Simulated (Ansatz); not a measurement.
Species, as SMILES: [CH3] (CH3), doublet.
Atoms: C1, H2, H3, H4. Bonds: C1-H2, C1-H3, C1-H4.

Basis-set convergence of the harmonic zero-point energy at PBE with Ansatz (an electronic-structure program). Each level at its own minimum, finite differences of forces, unscaled; the reference is a large set that could be run, not a limit. All functions are spherical. Open shells are unrestricted. No added dispersion term, no relativity. Reference: the value in aug-pcseg-2, 18.23 kcal/mol, itself unsure by roughly 0.02 kcal/mol (its mean distance from aug-cc-pVTZ, def2-TZVPPD). Deviations are taken from unrounded values.

```csv
basis,functions,harmonic zero-point energy (kcal/mol),minus reference (kcal/mol)
cc-pVDZ,29,18.05,-0.19
def2-SVPD,44,18.19,-0.04
aug-pcseg-1,50,18.18,-0.06
def2-TZVPD,64,18.22,-0.02
cc-pVTZ,72,18.20,-0.04
def2-TZVPPD,88,18.22,-0.02
aug-pcseg-2,115,18.23,0.00
```

The smallest set listed that lies within 0.1 kcal/mol of the reference with all its larger relatives (same family, alike in diffuse functions; a set with none counts only in the reference's own line) is def2-SVPD (44 functions, -0.04 kcal/mol off). Inside, with no larger relative to test it: cc-pVTZ.
